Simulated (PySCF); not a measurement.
C₅H₆F (doublet state).
Cartesian coordinates in Å at the GFN2-xTB level; atoms count from 1:
```xyz
12
C5H6F angstrom
C      1.9972    0.3215   -0.2216
C      0.9178   -0.6474    0.0023
F      0.8914   -1.6039   -1.0050
C     -0.4174    0.0097    0.0594
C     -1.1841    1.0560    0.0266
C     -1.8889   -0.2598    0.2271
H      2.3572    0.4977   -1.2146
H      2.3159    0.9469    0.5864
H      1.0560   -1.2120    0.9425
H     -1.3224    2.1058   -0.0445
H     -2.4418   -0.7037   -0.5916
H     -2.2797   -0.5116    1.2070
```

The hyperfine couplings belong to this conformer and change with its torsions.

As a line formula: `[CH2][C@H](F)C1=CC1` [radical].

Method: UKS B3LYP, pcH-1 on C F H, non-relativistic, mean-field spin-orbit, GIAO (PySCF 2.14.0). One conformer (not necessarily the lowest) at the GFN2-xTB geometry, without solvent, vibrations or thermal averaging. GFN2-xTB frequencies show an imaginary mode (24i cm⁻¹), so this geometry is no minimum at that level. The geometry wasn't refined by DFT: couplings that depend on bond lengths, twists or pyramidal angles can differ widely from those at the functional's own minimum. The SCF solution wasn't tested for stability.

What is the g tensor, term by term?

| Δg (ppm) | 1 | 2 | 3 |
| --- | --- | --- | --- |
| relativistic mass correction | -143 | -143 | -143 |
| gauge correction | 12 | 30 | 27 |
| orbital Zeeman/spin–orbit | -62 | 426 | 570 |
| total | -192 | 313 | 454 |

So g = 2.00213, 2.00263, 2.00277 and g_iso = 2.00251; the tensor is rhombic: the two nearest values differ by 22 % of g3 − g1. 

What effective moment and Curie constant follow for a powder?

With the mean of g² = 4.0100 and S(S+1) = 0.75: μ_eff = √(⟨g²⟩S(S+1)) = 1.734 μB and χT = 0.12505·⟨g²⟩·S(S+1) = 0.376 cm³ K/mol (cgs; spin-Hamiltonian part alone).

How much does each term add to the isotropic shift?

The orbital-Zeeman/spin–orbit term 311, the mass correction -143 and the gauge correction 23 ppm, for a total of 192 ppm. The orbital-Zeeman/spin–orbit term is the largest in size. The mass correction is the same along every axis, so the anisotropy comes from the other two: their spans along these axes are 17 (gauge) and 632 ppm (orbital Zeeman/spin–orbit).

What are the electron Larmor frequencies g μB B/h along the three axes at 1200 mT?

33.6267, 33.6352, 33.6376 GHz for g1, g2 and g3, a range of 10.8 MHz.

In a frozen sample, at which fields do the three g values resonate at 9.5, 34, 94 and 263 GHz (hyperfine left aside), and which band first spreads them over more than twice a line width of 0.5 mT?

```tsv
band	GHz	B(g3) mT	B(g2) mT	B(g1) mT	spread mT
X	9.5	338.91	338.93	339.02	0.11
Q	34.0	1212.93	1213.02	1213.32	0.39
W	94.0	3353.39	3353.63	3354.48	1.08
J	263.0	9382.37	9383.03	9385.39	3.03
```

The spread grows in proportion to the frequency. W band is the first where it exceeds 1.0 mT.

The largest Mulliken spin populations are on C1 (+1.08) and C2 (-0.07). C1 is the only atom above +0.15. The angles at C1 add up to 359.4°, so it is planar; its axial dipolar tensor and the negative couplings of its protons fit spin in a p orbital normal to that plane.

The HOMO–LUMO gaps are 5.78 eV among the α and 4.99 eV among the β orbitals.

Hardware: one thread, Arm Neoverse V2 (aarch64), no GPU (shared host). Cost: 26 s (grids of density and orbitals included), 0.73 GiB resident at most.
